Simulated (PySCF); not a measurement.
carbon disulfide anion (CS2), SMILES S=C=S (connectivity only; charge and spin as stated), charge -1, multiplicity 2.

Geometry optimised at B3LYP-D3(BJ)/def2-TZVPD. The spin state was assumed, not searched.

The numbers are results of B3LYP-D3(BJ)/def2-TZVPD in PySCF 2.14.0, not measurements.

Frequencies are harmonic and unscaled.

| mode | ν (cm⁻¹) | IR (km/mol) | moving atoms (share of kinetic energy) |
|---|---|---|---|
| 1 | 319 | 8.1 | C 50 %, S 50 % |
| 2 | 644 | 16.8 | S 66 %, C 34 % |
| 3 | 1186 | 574.6 | C 83 %, S 17 % |
